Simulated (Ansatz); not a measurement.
Process, species as SMILES: F[CH]F → F[CH-]F (an electron is taken up)
B3LYP-D3(BJ)/def2-TZVP geometries, fixed; electronic energies without zero-point terms; positive where energy is released.

Basis-set convergence of the adiabatic electron affinity at MP2 with Ansatz (a quantum-chemistry and plane-wave program). Cartesian d functions, on some or all atoms, in 6-31G*, 6-31+G*; all else is spherical. Cores are frozen. Open shells are unrestricted. No added dispersion term, no relativity. Functions are those of the species that has most. Reference: Hartree-Fock in aug-cc-pVQZ plus the correlation part extrapolated as X^-3 from aug-cc-pVTZ and aug-cc-pVQZ, 0.644 eV, itself unsure by roughly 0.017 eV (a third of the extrapolation step and of the last Hartree-Fock step). Deviations are taken from unrounded values.

```json
[
 {"basis": "6-31G*", "functions": "47", "adiabatic electron affinity (eV)": "-0.651"},
 {"basis": "6-31+G*", "functions": "59", "adiabatic electron affinity (eV)": "0.476"},
 {"basis": "cc-pVDZ", "functions": "47", "adiabatic electron affinity (eV)": "-0.456"},
 {"basis": "aug-cc-pVDZ", "functions": "78", "adiabatic electron affinity (eV)": "0.644"},
 {"basis": "def2-SVP", "functions": "47", "adiabatic electron affinity (eV)": "-0.472"},
 {"basis": "def2-SVPD", "functions": "74", "adiabatic electron affinity (eV)": "0.446"},
 {"basis": "pcseg-1", "functions": "47", "adiabatic electron affinity (eV)": "-0.006"},
 {"basis": "aug-pcseg-1", "functions": "78", "adiabatic electron affinity (eV)": "0.591"},
 {"basis": "6-311G**", "functions": "60", "adiabatic electron affinity (eV)": "-0.277"},
 {"basis": "6-311+G**", "functions": "72", "adiabatic electron affinity (eV)": "0.411"},
 {"basis": "def2-TZVP", "functions": "99", "adiabatic electron affinity (eV)": "0.268"},
 {"basis": "def2-TZVPD", "functions": "126", "adiabatic electron affinity (eV)": "0.504"},
 {"basis": "cc-pVTZ", "functions": "104", "adiabatic electron affinity (eV)": "0.065"},
 {"basis": "aug-cc-pVTZ", "functions": "161", "adiabatic electron affinity (eV)": "0.590"},
 {"basis": "pcseg-2", "functions": "104", "adiabatic electron affinity (eV)": "0.361"},
 {"basis": "aug-pcseg-2", "functions": "161", "adiabatic electron affinity (eV)": "0.533"},
 {"basis": "def2-TZVPP", "functions": "107", "adiabatic electron affinity (eV)": "0.279"},
 {"basis": "def2-TZVPPD", "functions": "134", "adiabatic electron affinity (eV)": "0.510"},
 {"basis": "cc-pVQZ", "functions": "195", "adiabatic electron affinity (eV)": "0.352"},
 {"basis": "aug-cc-pVQZ", "functions": "286", "adiabatic electron affinity (eV)": "0.613"},
 {"basis": "def2-QZVPP", "functions": "201", "adiabatic electron affinity (eV)": "0.474"},
 {"basis": "def2-QZVPPD", "functions": "228", "adiabatic electron affinity (eV)": "0.562"},
 {"basis": "pcseg-3", "functions": "213", "adiabatic electron affinity (eV)": "0.535"},
 {"basis": "aug-pcseg-3", "functions": "304", "adiabatic electron affinity (eV)": "0.570"}
]
```

What the diffuse functions change, pair by pair:
- 6-31G* to 6-31+G*: 12 more functions, deviation -1.295 to -0.168 eV
- cc-pVDZ to aug-cc-pVDZ: 31 more functions, deviation -1.100 to 0.000 eV
- def2-SVP to def2-SVPD: 27 more functions, deviation -1.116 to -0.198 eV
- pcseg-1 to aug-pcseg-1: 31 more functions, deviation -0.650 to -0.053 eV
- 6-311G** to 6-311+G**: 12 more functions, deviation -0.921 to -0.233 eV
- def2-TZVP to def2-TZVPD: 27 more functions, deviation -0.376 to -0.140 eV
- cc-pVTZ to aug-cc-pVTZ: 57 more functions, deviation -0.579 to -0.054 eV
- pcseg-2 to aug-pcseg-2: 57 more functions, deviation -0.283 to -0.111 eV
- def2-TZVPP to def2-TZVPPD: 27 more functions, deviation -0.365 to -0.134 eV
- cc-pVQZ to aug-cc-pVQZ: 91 more functions, deviation -0.292 to -0.031 eV
- def2-QZVPP to def2-QZVPPD: 27 more functions, deviation -0.170 to -0.082 eV
- pcseg-3 to aug-pcseg-3: 91 more functions, deviation -0.109 to -0.074 eV

Leaving out the reference's own pair, they bring the value nearer the reference by more than 0.017 eV in 11 of 11 pairs.
